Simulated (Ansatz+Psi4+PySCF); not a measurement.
**doublet LiO2: levels of theory in one basis**

```xyz
3

Li    0.0000    0.0000    0.0000
O     0.0000    0.6740    1.6475
O     0.0000   -0.6664    1.6289
```

Basis set: cc-pCVTZ on Li; cc-pVTZ on O (spherical functions). Frozen core: 2 orbitals. Correlation on ROHF uses semicanonical orbitals with singles. Charge 0, multiplicity 2.

Computed with Ansatz (development build ahead of 0.2.0) and Psi4 1.11; each method stands on the lowest determinant of its kind that the runs found.

| method | E − E(ROHF) (eV) | <S²> of the determinant |
| --- | --- | --- |
| ROHF | 0.00 | 0.75 |
| UHF | -0.35 | 0.79 |
| ROHF-MP2 | -14.34 | – |
| ROHF-CCSD | -14.37 | – |
| UHF-CCSD | -14.40 | 0.79 |
| ROHF-CCSD(T) | -14.95 | – |
| UHF-CCSD(T) | -14.95 | 0.79 |

Problem. What does UHF-MP2 give on the same scale?

Solution. -14.25 eV.

Caution for ROHF-MP2: another reference gives a lower total.
